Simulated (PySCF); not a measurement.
Compound: H2NCO+, CH2NO (charge +1).
SMILES: `NC#[O+]`

Computed geometry: GFN2-xTB, gas phase.

Take the most abundant isotopes and a rigid rotor. 

Give the principal moments of inertia and the rotational constants in MHz.

Ia = 1.52, Ib = 48.14, Ic = 49.66 u·Å²; 505379 MHz·u·Å²/I gives A = 332763, B = 10497, C = 10176 MHz.

Classify the top.

A near-prolate asymmetric top: κ = (2 × 10497 − 332763 − 10176)/(332763 − 10176) = -1.00.

What does the inertial defect say?

Planar: Δ = Ic − Ia − Ib = 0.00 u·Å². For a rigid frame Δ = −2 Σ m c², so it vanishes when all atoms lie in the ab plane; here none is more than 0.01 Å from it.

Give the coordinates in the principal-axis frame, origin at the centre of mass.

The sense of each axis is arbitrary; atoms in the order of the calculation.
| atom | mass (u) | a (Å) | b (Å) | c (Å) |
| --- | --- | --- | --- | --- |
| N1 | 14.003 | -1.176 | 0.000 | 0.000 |
| C2 | 12.000 | 0.073 | 0.000 | -0.001 |
| O3 | 15.995 | 1.192 | 0.000 | 0.000 |
| H4 | 1.008 | -1.721 | -0.868 | -0.001 |
| H5 | 1.008 | -1.720 | 0.868 | -0.001 |

Where do the levels up to J = 4 lie, in MHz?

Above 0(0,0):
J = 1: 1(0,1) 20674, 1(1,1) 342940, 1(1,0) 343261
J = 2: 2(0,2) 62021, 2(1,2) 383966, 2(1,1) 384929, 2(2,1) 1351727, 2(2,0) 1351727
J = 3: 3(0,3) 124042, 3(1,3) 445506, 3(1,2) 447432, 3(2,2) 1413749, 3(2,1) 1413750, 3(3,1) 3025880, 3(3,0) 3025880
J = 4: 4(0,4) 206735, 4(1,4) 527559, 4(1,3) 530769, 4(2,3) 1496444, 4(2,2) 1496447, 4(3,2) 3108576, 4(3,1) 3108576, 4(4,1) 5365560, 4(4,0) 5365560
Those of J = 1 are B + C, A + C and A + B.

Estimate the classical rotational partition function at 500 K.

Point group C2v, symmetry number σ = 2; q = (√π/σ)·√((kT/h)³/(ABC)), k/h = 20836.6 MHz/K: 5000 at 500 K.

GFN2-xTB frequencies: not computed here. Zero-point vibration and centrifugal distortion are left out.
